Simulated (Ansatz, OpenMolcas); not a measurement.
**SiN2H5 (SMILES N[SiH]N): methods side by side**

The species is SiN2H5 (8 atoms), meant as a doublet with charge 0. SMILES: `N[SiH]N`. The coordinates come from a PBE0-D4/def2-TZVP relaxation. This is one conformer, not always the lowest.

Each level gives the vertical ionisation energy (to the singlet cation) (eV). The values are calculated.

```json
{"level": "UBLYP/def2-SVPD", "kind": "GGA", "program": "OpenMolcas", "value (eV)": "6.94", "CPU time (all runs)": "2.3 min"}
{"level": "U-r2SCAN/def2-SVPD", "kind": "meta-GGA", "program": "Ansatz", "value (eV)": "7.28", "CPU time (all runs)": "27 s"}
{"level": "UM06-L/def2-SVPD", "kind": "meta-GGA", "program": "OpenMolcas", "value (eV)": "7.10", "CPU time (all runs)": "2.6 min"}
{"level": "UTPSS/def2-SVPD", "kind": "meta-GGA", "program": "OpenMolcas", "value (eV)": "7.17", "CPU time (all runs)": "2.9 min"}
{"level": "UPBE0/def2-SVPD", "kind": "global hybrid", "program": "OpenMolcas", "value (eV)": "7.30", "CPU time (all runs)": "1.8 min"}
{"level": "U-wB97X/def2-SVPD", "kind": "range-separated hybrid", "program": "Ansatz", "value (eV)": "7.30", "CPU time (all runs)": "64 s"}
{"level": "UCAM-B3LYP/def2-SVPD", "kind": "range-separated hybrid", "program": "Ansatz", "value (eV)": "7.36", "CPU time (all runs)": "19 s"}
{"level": "UMP2/def2-SVPD", "kind": "perturbation theory", "program": "Ansatz", "value (eV)": "7.12", "CPU time (all runs)": "7.7 s"}
```

The values span 6.94 to 7.36 eV. Times are those of the runs behind each value, whatever else they computed, on shared processors of several kinds: orders of magnitude only.
